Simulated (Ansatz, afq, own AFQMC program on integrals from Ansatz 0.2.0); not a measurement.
## Atomization energy of GeNH3, triplet

```xyz
5

Ge   -0.2797   -0.0021    0.0009
N     1.6147    0.0123   -0.0051
H    -0.7720    1.4535    0.0039
H    -0.7514   -0.7367    1.2654
H    -0.7593   -0.7341   -1.2622
```

Connectivity, by distances: GeH3–N.

Atoms in their ground-state spins without spin–orbit coupling (mostly on UHF) minus the molecule (UHF), without zero-point energy. The geometry is a stationary point, not shown to be a minimum.

Basis cc-pVDZ. Only valence electrons are correlated. Integrals, coupled cluster, full CI and functionals: Ansatz 0.2.0; the random walks run on the same integrals in our own AFQMC program. The CISD trial takes its coefficients from CCSD amplitudes. Released means that phaseless walkers are propagated on without the constraint, phases kept. Free AFQMC starts from the CCSD state and is never constrained. Its projection time is finite, and what remains of the start isn't in its error. ± is one standard error of the sampling. No spin–orbit coupling. The errors of all members are added in quadrature.

No full CI on the walks' own integrals is used here; CCSDT(Q) serves as the reference and is uncertain by about the last step of the cluster series. Each member takes its own surest rung, up to full CI.

Errors are counted within cc-pVDZ, not against nature.

Cautions: inner d shell frozen; no relativity below Rb; no spin-orbit coupling.

Reference (CCSDT(Q)): 986.8 kJ/mol.

```json
{"level": "HF", "atomization energy (kJ/mol)": "729.7", "error against CCSDT(Q) (kJ/mol)": "-257.1"}
{"level": "MP2", "atomization energy (kJ/mol)": "952.1", "error against CCSDT(Q) (kJ/mol)": "-34.7"}
{"level": "CCSD", "atomization energy (kJ/mol)": "975.3", "error against CCSDT(Q) (kJ/mol)": "-11.5"}
{"level": "CCSD(T)", "atomization energy (kJ/mol)": "984.5", "error against CCSDT(Q) (kJ/mol)": "-2.3"}
{"level": "CCSDT", "atomization energy (kJ/mol)": "986.2", "error against CCSDT(Q) (kJ/mol)": "-0.6"}
{"level": "ph-AFQMC/CISD", "atomization energy (kJ/mol)": "985.9 ± 0.2", "error against CCSDT(Q) (kJ/mol)": "-0.8 ± 0.2"}
{"level": "released AFQMC", "atomization energy (kJ/mol)": "986.9 ± 0.3", "error against CCSDT(Q) (kJ/mol)": "0.2 ± 0.3"}
{"level": "free AFQMC", "atomization energy (kJ/mol)": "986.4 ± 0.2", "error against CCSDT(Q) (kJ/mol)": "-0.3 ± 0.2"}
```

Correlation beyond CCSD(T) adds 2.3 kJ/mol. The perturbative (T) step is worth +9.2 kJ/mol.

Free projections are given only where their last times agree within the noise and don't stop above the reference; a slow remainder of the start can still hide under it. A walk keeps the symmetry of its determinant, which the program's search chose and which needn't be the lowest solution, so a lower state of the same spin and another symmetry isn't excluded. Released energies are given only where the last usable release times agree within the noise; a slower fall can still hide under it.
